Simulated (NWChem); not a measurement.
System: hydrogen isocyanide (CHN); SMILES [C-]#[NH+]

Excerpt of the output:

```
             Northwest Computational Chemistry Package (NWChem) 7.3.0
             --------------------------------------------------------

 ORDER OF PRIMARY AXIS IS BEING SET TO 4
 C4V symmetry detected

                             Geometry "geometry" -> ""
                             -------------------------

 Output coordinates in angstroms (scale by  1.889725989 to convert to a.u.)

  No.       Tag          Charge          X              Y              Z
 ---- ---------------- ---------- -------------- -------------- --------------
    1 C                    6.0000     0.00000000     0.00000000     0.74109279
    2 N                    7.0000     0.00000000     0.00000000    -0.43037321
    3 H                    1.0000     0.00000000     0.00000000    -1.43394421

 Effective nuclear repulsion energy (a.u.)      24.1231686442

      Symmetry information
      --------------------

 Group name             C4v
 Group number             18
 Group order               8
 No. of unique centers     3

                                 NWChem DFT Module
                                 -----------------

 Summary of "ao basis" -> "ao basis" (spherical)
 ------------------------------------------------------------------------------
       Tag                 Description            Shells   Functions and Types
 ---------------- ------------------------------  ------  ---------------------
 C                         def2-tzvpd               13       37   6s3p3d1f
 N                         def2-tzvpd               13       37   6s3p3d1f
 H                         def2-tzvpd                5        9   3s2p

      Symmetry analysis of basis
      --------------------------

        a1         31
        a2          0
        b1          8
        b2          8
        e          36

            General Information
            -------------------
          SCF calculation type: DFT
          Wavefunction type:  closed shell.
          No. of atoms     :     3
          No. of electrons :    14
           Alpha electrons :     7
            Beta electrons :     7
          Charge           :     0
          Spin multiplicity:     1
          Use of symmetry is: on ; symmetry adaption is: on
          Maximum number of iterations: 150
          AO basis - number of functions:    83
                     number of shells:    31
          Convergence on energy requested:  1.00D-06
          Convergence on density requested:  1.00D-05
          Convergence on gradient requested:  5.00D-04

              XC Information
              --------------
                        Slater Exchange Functional  1.000 local
                      VWN V Correlation Functional  1.000 local

             Grid Information
             ----------------
          Grid used for XC integration:  medium
          Radial quadrature: Mura-Knowles
          Angular quadrature: Lebedev.
          Tag              B.-S. Rad. Rad. Pts. Rad. Cut. Ang. Pts.
          ---              ---------- --------- --------- ---------
          C                   0.70       49           9.0       434
          N                   0.65       49           8.0       434
          H                   0.35       45          10.0       434
          Grid pruning is: on
          Number of quadrature shells:   143
          Spatial weights used:  Erf1

      Superposition of Atomic Density Guess
      -------------------------------------

 Sum of atomic energies:         -92.48269632

      Non-variational initial energy
      ------------------------------

 Total energy =     -93.128100
 1-e energy   =    -171.793355
 2-e energy   =      54.542086
 HOMO         =      -0.386459
 LUMO         =       0.038696

      Symmetry analysis of molecular orbitals - initial
      -------------------------------------------------

 !! scf_movecs_sym_adapt:   16 vectors were symmetry contaminated

  Symmetry fudging

 !! scf_movecs_sym_adapt:   14 vectors were symmetry contaminated

  Numbering of irreducible representations:

     1 a1          2 a2          3 b1          4 b2          5 e

  Orbital symmetries:

     1 a1          2 a1          3 a1          4 a1          5 e
     6 e           7 a1          8 e           9 e          10 a1
    11 a1         12 a1         13 e          14 e          15 b1
    16 b2         17 a1

     ---------------------------------------------
      Total Density - Mulliken Population Analysis
     ---------------------------------------------

    Atom       Charge   Shell Charges
 -----------   ------   -------------------------------------------------------
    1 C    6     6.03   0.86  1.11  0.65  0.81  0.35  0.03  0.91  0.91  0.30  0.03  0.06  0.01  0.01
    2 N    7     7.33   0.82  1.16  0.61  0.72  0.13  0.00  1.55  1.72  0.61  0.01  0.02 -0.01  0.01
    3 H    1     0.64   0.20  0.32  0.08  0.03 -0.00

   convergence    iter        energy       DeltaE   RMS-Dens  Diis-err
 ---------------- ----- ----------------- --------- --------- ---------
 d= 0,ls=0.0,diis     1    -92.6011821103 -1.17D+02  7.61D-03  7.73D-01
 d= 0,ls=0.0,diis     2    -92.6079412106 -6.76D-03  4.99D-03  2.15D-01
 d= 0,ls=0.0,diis     3    -92.5521317273  5.58D-02  3.22D-03  7.10D-01
 d= 0,ls=0.0,diis     4    -92.6301871000 -7.81D-02  2.00D-04  7.96D-04
 d= 0,ls=0.0,diis     5    -92.6302689849 -8.19D-05  4.40D-05  2.41D-05
  Resetting Diis
 d= 0,ls=0.0,diis     6    -92.6302714974 -2.51D-06  1.06D-05  2.40D-06
 d= 0,ls=0.0,diis     7    -92.6302717720 -2.75D-07  7.37D-06  2.21D-07

         Total DFT energy =      -92.630271771973
      One electron energy =     -173.022819058688
           Coulomb energy =       68.006140058014
    Exchange-Corr. energy =      -11.736761415542
 Nuclear repulsion energy =       24.123168644243

 Numeric. integr. density =       14.000000301511

                  Occupations of the irreducible representations
                  ----------------------------------------------

                     irrep           alpha         beta
                     --------     --------     --------
                     a1                5.0          5.0
                     a2                0.0          0.0
                     b1                0.0          0.0
                     b2                0.0          0.0
                     e                 2.0          2.0

                       DFT Final Molecular Orbital Analysis
                       ------------------------------------

 Vector    5  Occ=2.000000D+00  E=-3.545735D-01  Symmetry=e
              MO Center= -2.3D-15,  1.3D-15, -9.5D-02, r^2= 1.0D+00
   Bfn.  Coefficient  Atom+Function         Bfn.  Coefficient  Atom+Function
  ----- ------------  ---------------      ----- ------------  ---------------
    45      0.302423  2 N  py                48      0.246140  2 N  py
    44     -0.228658  2 N  px                 8      0.203143  1 C  py
    47     -0.186102  2 N  px                 7     -0.153593  1 C  px
    11      0.153996  1 C  py                51      0.148608  2 N  py
    10     -0.116434  1 C  px                50     -0.112360  2 N  px

 Vector    6  Occ=2.000000D+00  E=-3.545735D-01  Symmetry=e
              MO Center= -1.0D-15, -3.2D-16, -9.5D-02, r^2= 1.0D+00
   Bfn.  Coefficient  Atom+Function         Bfn.  Coefficient  Atom+Function
  ----- ------------  ---------------      ----- ------------  ---------------
    44      0.302423  2 N  px                47      0.246140  2 N  px
    45      0.228658  2 N  py                 7      0.203143  1 C  px
    48      0.186102  2 N  py                 8      0.153593  1 C  py
    10      0.153996  1 C  px                50      0.148608  2 N  px
    11      0.116434  1 C  py                51      0.112360  2 N  py

 Vector    7  Occ=2.000000D+00  E=-2.798970D-01  Symmetry=a1
              MO Center=  9.4D-16,  2.7D-15,  1.1D+00, r^2= 1.0D+00
   Bfn.  Coefficient  Atom+Function         Bfn.  Coefficient  Atom+Function
  ----- ------------  ---------------      ----- ------------  ---------------
     4      0.347715  1 C  s                  9      0.322727  1 C  pz
     5      0.283740  1 C  s                 12      0.251717  1 C  pz
     3      0.239971  1 C  s                  2     -0.155903  1 C  s
    46     -0.134558  2 N  pz                40     -0.117410  2 N  s
    15      0.081699  1 C  pz                42     -0.081975  2 N  s

 Vector    8  Occ=0.000000D+00  E=-4.190317D-02  Symmetry=e
              MO Center=  9.6D-16, -1.8D-15,  3.4D-01, r^2= 2.0D+00
   Bfn.  Coefficient  Atom+Function         Bfn.  Coefficient  Atom+Function
  ----- ------------  ---------------      ----- ------------  ---------------
     8      0.310122  1 C  py                14      0.311584  1 C  py
    11      0.275567  1 C  py                 7     -0.240030  1 C  px
    13     -0.241161  1 C  px                10     -0.213285  1 C  px
    45     -0.211733  2 N  py                48     -0.204427  2 N  py
    51     -0.200689  2 N  py                44      0.163878  2 N  px

 Vector    9  Occ=0.000000D+00  E=-4.190317D-02  Symmetry=e
              MO Center= -4.0D-15, -2.7D-15,  3.4D-01, r^2= 2.0D+00
   Bfn.  Coefficient  Atom+Function         Bfn.  Coefficient  Atom+Function
  ----- ------------  ---------------      ----- ------------  ---------------
     7      0.310122  1 C  px                13      0.311584  1 C  px
    10      0.275567  1 C  px                 8      0.240030  1 C  py
    14      0.241161  1 C  py                11      0.213285  1 C  py
    44     -0.211733  2 N  px                47     -0.204427  2 N  px
    50     -0.200689  2 N  px                45     -0.163878  2 N  py

[...]
```

Level: LDA (Slater exchange, VWN5)/def2-TZVPD. The geometry was optimised at PBE0/def2-SVP.

**Question.** Reconstruct the input file.

**Answer.** One answer among several that fit: the input that was run:
```
start job
memory heap 200 mb stack 900 mb global 1100 mb
geometry units angstroms noautoz
  C      0.000000     0.000000     0.743906
  N      0.000000     0.000000    -0.427560
  H      0.000000     0.000000    -1.431131
end
basis spherical
  * library def2-tzvpd
end
dft
  xc slater vwn_5
  iterations 150
  mulliken
end
task dft energy
```
